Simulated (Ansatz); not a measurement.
in.yaml

```yaml
crystal:
  periodic: [false, false, false]
  atoms:
    - {symbol: Si, position_ang: [0.000000, 0.000000, 0.594536]}
    - {symbol: C, position_ang: [0.000000, 0.000000, -1.311496]}
    - {symbol: H, position_ang: [0.000000, 1.396280, 1.489599]}
    - {symbol: H, position_ang: [0.000000, -1.396280, 1.489599]}
    - {symbol: H, position_ang: [0.000000, 1.029401, -1.958798]}
    - {symbol: H, position_ang: [0.000000, -1.029401, -1.958798]}
basis:
  gaussian: {orbitals: cc-pVDZ}
magnetization: {spin_polarized: false}
correlation: {method: ccsdt_q, electrons: outside_noble_gas}
```

```sh
$ ansatz run in.yaml --threads 1 --pin off --events-out ev --progress --plain --max-ram 2393MiB
```

Problem. Roughly how long does this take on 1 thread of Arm Neoverse V1, shared host, and how much host memory?

Solution. 17 s wall and 0.34 GiB.

```
987 factors; integrals over basis functions are off by at most 2.0e-7 eV
mean field evaluation 1: about -8950.4878 eV, gradient 2.3e1 eV
mean field evaluation 2: about -8950.4884 eV, gradient 2.3e1 eV
mean field evaluation 4: about -8952.3679 eV, gradient 2.5e0 eV
mean field evaluation 8: about -8952.4161 eV, gradient 1.9e-3 eV
mean field evaluation 16: about -8952.4147 eV, gradient 3.0e-1 eV
mean field -8952.41606416 eV, -328.9952221924 hartree, gradient 2.3e-6 eV, S^2 0.000000; 0 other end points of the search recorded, 0 dependent functions left out; unrestricted orbitals would lower it
6 core orbitals not correlated: weight in the atoms' cores, before any rotation towards them, 1.000 or more for the frozen orbitals, at most 0.000 for the correlated occupied ones
reference -8952.41606416 eV, -328.9952221924 hartree; 6, 6 occupied and 40, 40 virtual orbitals, 987 factors
second order -7.02820086 eV of doubles, -0.00000000 eV of singles
cycle   1  -7.54235877 eV  change   -5.1e-1 eV  update   1.1e-1
cycle   2  -8.05370954 eV  change   -5.1e-1 eV  update   5.8e-2
cycle   3  -8.40234426 eV  change   -3.5e-1 eV  update   3.0e-2
cycle   4  -8.38282689 eV  change    2.0e-2 eV  update   1.1e-2
cycle   5  -8.39119290 eV  change   -8.4e-3 eV  update   6.2e-3
cycle   6  -8.39926087 eV  change   -8.1e-3 eV  update   2.2e-3
cycle   7  -8.39901015 eV  change    2.5e-4 eV  update   8.7e-4
cycle   8  -8.39872058 eV  change    2.9e-4 eV  update   3.0e-4
cycle   9  -8.39877972 eV  change   -5.9e-5 eV  update   1.4e-4
cycle  10  -8.39880756 eV  change   -2.8e-5 eV  update   4.9e-5
cycle  11  -8.39876870 eV  change    3.9e-5 eV  update   1.9e-5
cycle  12  -8.39878387 eV  change   -1.5e-5 eV  update   8.2e-6
cycle  13  -8.39878830 eV  change   -4.4e-6 eV  update   3.1e-6
cycle  14  -8.39879046 eV  change   -2.2e-6 eV  update   1.3e-6
cycle  15  -8.39879169 eV  change   -1.2e-6 eV  update   5.1e-7
cycle  16  -8.39879212 eV  change   -4.3e-7 eV  update   2.1e-7
perturbative correction -0.03188217 eV, -0.0011716480 hartree
Total energy: -8960.84673845 eV, -329.3050437581 hartree
```
